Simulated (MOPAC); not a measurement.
MOPAC input (AM1):

```
AM1 PRECISE GNORM=0.05 LET XYZ UHF MS=0.5 GEO-OK AUX(PRECISION=9) THREADS=1
C2H2Cl

C     0.09243262 1    0.69871992 1   -0.00992094 1
C     1.35201846 1    1.05337977 1   -0.01885512 1
Cl   -0.73221915 1   -0.76094037 1    0.01283470 1
H     2.15719226 1    0.32186446 1   -0.01136807 1
H     1.62382678 1    2.10152370 1   -0.03416548 1
```

Output:

```
 *******************************************************************************
 **                                                                           **
 **                              MOPAC v23.2.5                                **
 **                                                                           **
 *******************************************************************************
 ** MOPAC's Digital Object Identifier: https://doi.org/10.5281/zenodo.6511958 **
 **                                                                           **
 ** Please cite the open-source release paper for use of this MOPAC version:  **
 ** J. E. Moussa and J. J. P. Stewart (2026)                                  **
 ** MOPAC: An open-source semiempirical molecular orbital program             **
 ** J. Open Source Softw., 11(119), 8025, https://doi.org/10.21105/joss.08025 **
 *******************************************************************************

                              AM1 CALCULATION RESULTS

 *******************************************************************************
 *  AM1        - The AM1 Hamiltonian to be used
 *  GEO-OK     - OVERRIDE INTERATOMIC DISTANCE AND OTHER SAFETY CHECKS
 *  UHF        - UNRESTRICTED HARTREE-FOCK CALCULATION
 *  MS=        - IN MECI, MAGNETIC COMPONENT OF SPIN =  0.5
 *  LET        - OVERRIDE SOME SAFETY CHECKS
 *  PRECISE    - TIGHTER CRITERIA TO BE USED
 *  XYZ        - CARTESIAN COORDINATE SYSTEM TO BE USED
 *  GNORM      - EXIT WHEN GRADIENT NORM DROPS BELOW 0.050
 *  AUX        - OUTPUT AUXILIARY INFORMATION
 *******************************************************************************
AM1 PRECISE GNORM=0.05 LET XYZ UHF MS=0.5 GEO-OK AUX(PRECISION=9) THREADS=1
 C2H2Cl

   ATOM   CHEMICAL          X               Y               Z
  NUMBER   SYMBOL      (ANGSTROMS)     (ANGSTROMS)     (ANGSTROMS)

     1       C          0.09243262  *   0.69871992  *  -0.00992094  *
     2       C          1.35201846  *   1.05337977  *  -0.01885512  *
     3      Cl         -0.73221915  *  -0.76094037  *   0.01283470  *
     4       H          2.15719226  *   0.32186446  *  -0.01136807  *
     5       H          1.62382678  *   2.10152370  *  -0.03416548  *

          CARTESIAN COORDINATES

    NO.       ATOM           X           Y           Z

     1         C          0.0924      0.6987     -0.0099
     2         C          1.3520      1.0534     -0.0189
     3        Cl         -0.7322     -0.7609      0.0128
     4         H          2.1572      0.3219     -0.0114
     5         H          1.6238      2.1015     -0.0342

  H: (AM1): M.J.S. DEWAR ET AL, J. AM. CHEM. SOC. 107 3902-3909 (1985)
  C: (AM1): M.J.S. DEWAR ET AL, J. AM. CHEM. SOC. 107 3902-3909 (1985)
 Cl: (AM1): M.J.S. DEWAR AND E. G. ZOEBISCH, THEOCHEM, 180, 1 (1988).

           Empirical Formula: C2 H2 Cl  =     5 atoms

      MOLECULAR POINT GROUP   :   Cs

          UHF CALCULATION, NO. OF ALPHA ELECTRONS =    9
                           NO. OF BETA  ELECTRONS =    8

          Geometry optimization using EF

          DIAGONAL MATRIX USED AS START HESSIAN

 CYCLE:     1  GRAD.:    74.026 HEAT:  51.35139
 CYCLE:     2  GRAD.:   369.415 HEAT:  69.54313
 CYCLE:     3  GRAD.:   460.306 HEAT:  71.13334
 CYCLE:     4  GRAD.:   182.875 HEAT:  57.37093
 CYCLE:     5  GRAD.:   228.525 HEAT:  61.37569
 CYCLE:     6  GRAD.:   176.188 HEAT:  58.17313
 CYCLE:     7  GRAD.:   205.523 HEAT:  56.91303
 CYCLE:     8  GRAD.:    63.658 HEAT:  49.64720
 CYCLE:     9  GRAD.:   118.926 HEAT:  51.08304
 CYCLE:    10  GRAD.:    17.168 HEAT:  47.05371
 CYCLE:    11  GRAD.:     5.884 HEAT:  46.90846
 CYCLE:    12  GRAD.:     6.659 HEAT:  46.77770
 CYCLE:    13  GRAD.:     4.773 HEAT:  46.70285
 CYCLE:    14  GRAD.:     1.266 HEAT:  46.69127
 CYCLE:    15  GRAD.:     0.183 HEAT:  46.69057
 CYCLE:    16  GRAD.:     0.042 HEAT:  46.69055

     GRADIENT =  0.04159 IS LESS THAN CUTOFF =  0.05000

 -------------------------------------------------------------------------------
 AM1 PRECISE GNORM=0.05 LET XYZ UHF MS=0.5 GEO-OK AUX(PRECISION=9) THREADS=1
 C2H2Cl

     GEOMETRY OPTIMISED USING EIGENVECTOR FOLLOWING (EF).
     SCF FIELD WAS ACHIEVED

                              AM1 CALCULATION
                                                       MOPAC v23.2.5 Linux

          FINAL HEAT OF FORMATION =         46.69055 KCAL/MOL =     195.35327 KJ/MOL

          COSMO AREA              =         90.22 SQUARE ANGSTROMS
          COSMO VOLUME            =         72.09 CUBIC ANGSTROMS

          GRADIENT NORM           =          0.04159          =       0.01860 PER ATOM
          IONIZATION POTENTIAL    =          9.475392 EV
          ALPHA SOMO LUMO (EV)    =         -9.475  1.060
          BETA  SOMO LUMO (EV)    =        -10.295  0.605
          NO. OF ALPHA ELECTRONS  =          9
          NO. OF BETA  ELECTRONS  =          8
          MOLECULAR WEIGHT        =         61.4908         POINT GROUP:  Cs

          MOLECULAR DIMENSIONS (Angstroms)

            Atom       Atom       Distance
            H     5   Cl     3     3.67905
            H     4   Cl     3     1.69451
            C     2    H     5     0.00000

          SCF CALCULATIONS        =         17

   ATOM   CHEMICAL          X               Y               Z
  NUMBER   SYMBOL      (ANGSTROMS)     (ANGSTROMS)     (ANGSTROMS)

     1       C          0.19528483  *   0.52426316  *  -0.00784871  *
     2       C          1.37721902  *   1.07327168  *  -0.01921011  *
     3      Cl         -0.80946221  *  -0.71351603  *   0.01242982  *
     4       H          2.32079235  *   0.50675553  *  -0.01444062  *
     5       H          1.47629614  *   2.16893569  *  -0.03461970  *

                             CARTESIAN COORDINATES

   1    C        0.195284830     0.524263163    -0.007848710
   2    C        1.377219025     1.073271679    -0.019210111
   3   Cl       -0.809462211    -0.713516032     0.012429822
   4    H        2.320792351     0.506755528    -0.014440623
   5    H        1.476296141     2.168935689    -0.034619700

           Empirical Formula: C2 H2 Cl  =     5 atoms

      MOLECULAR POINT GROUP   :   Cs

          ALPHA EIGENVALUES
 -39.01258 -32.74999 -22.37344 -16.16861 -15.60486 -14.40924 -13.18652 -10.25883
  -9.47539   1.06049   1.16697   4.46162   4.73153   5.27038

           BETA EIGENVALUES
 -38.70012 -32.33840 -21.59330 -15.84708 -14.91699 -13.97213 -12.81095 -10.29495
   0.60520   1.50351   1.87106   4.41554   4.78163   5.77788

              NET ATOMIC CHARGES AND DIPOLE CONTRIBUTIONS

  ATOM NO.   TYPE          CHARGE      No. of ELECS.   s-Pop       p-Pop
    1          C          -0.216500        4.2165     1.31630     2.90020
    2          C          -0.203202        4.2032     1.22780     2.97540
    3         Cl           0.134405        6.8656     1.97428     4.89132
    4          H           0.134765        0.8652     0.86524
    5          H           0.150532        0.8495     0.84947
 DIPOLE           X         Y         Z       TOTAL
 POINT-CHG.     0.500    -0.157     0.001     0.524
 HYBRID         0.235    -0.238     0.003     0.334
 SUM            0.735    -0.395     0.003     0.835

          ATOMIC ORBITAL ELECTRON POPULATIONS

     Atom    s        px        py        pz
    1  C   1.31630   0.98741   0.90007   1.01272
    2  C   1.22780   0.91877   1.01168   1.04496
    3 Cl   1.97428   1.54626   1.40292   1.94214
    4  H   0.86524
    5  H   0.84947

                    (SZ)    =    0.500000
                    (S**2)  =    0.879643

          ATOMIC ORBITAL SPIN POPULATIONS

    Atom   Total    s     px     py     pz
         Atomic
    1  C  1.2167  0.135  0.358  0.405  0.319
    2  C -0.4582 -0.026 -0.043 -0.046 -0.344
    3 Cl  0.0939  0.001 -0.035  0.102  0.025
    4  H  0.0976  0.098
    5  H  0.0500  0.050

 **********************
 *                    *
 * JOB ENDED NORMALLY *
 *                    *
 **********************

 == MOPAC DONE ==
```

The geometry given is a B3LYP-D3(BJ)/def2-TZVP minimum.

The determinant is spin-contaminated: <S^2> is 0.88 against 0.75 for a pure state.
